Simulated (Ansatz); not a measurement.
Input file:

```yaml
crystal:
  periodic: [false, false, false]
  atoms:
    - {symbol: Al, position_ang: [0.000000, -1.007251, 1.777914]}
    - {symbol: Al, position_ang: [0.000000, 1.438625, 0.953445]}
    - {symbol: Ga, position_ang: [0.000000, -0.166934, -1.056986]}
basis:
  gaussian: {orbitals: cc-pVTZ}
magnetization: {spin_polarized: true, initial_magnetization: 5}
hamiltonian: {xc: {name: revPBE}}
```

```sh
$ ansatz run in.yaml --threads 2 --pin off --events-out ev --progress --plain --max-ram 24576MiB --backend cuda --devices 0, --max-vram 18GiB
```

Output:

```
909 factors; their error is unknown
mean field evaluation 1: about -65561.6421 eV, gradient 1.5e1 eV
mean field evaluation 2: about -65561.1180 eV, gradient 1.6e1 eV
mean field evaluation 4: about -65562.7271 eV, gradient 1.4e0 eV
mean field evaluation 8: about -65562.7333 eV, gradient 7.0e-2 eV
mean field evaluation 16: about -65562.7333 eV, gradient 8.7e-5 eV
mean field evaluation 32: about -65561.2171 eV, gradient 8.5e-1 eV
mean field evaluation 64: about -65560.6628 eV, gradient 4.8e0 eV
mean field -65562.73330710 eV, -2409.3860090193 hartree, gradient 2.7e-5 eV, S^2 8.753496; 6 other end points of the search recorded, 0 dependent functions left out
reference -65562.73334955 eV, -2409.3860105792 hartree; 31, 26 occupied and 80, 85 virtual orbitals, 909 factors
Total energy: -65562.73334955 eV, -2409.3860105792 hartree
```

Ran on 2 threads of AMD EPYC 7R13 with a shared H100 80 GB, shared host: 8.5 s wall, 0.77 GiB peak host memory.
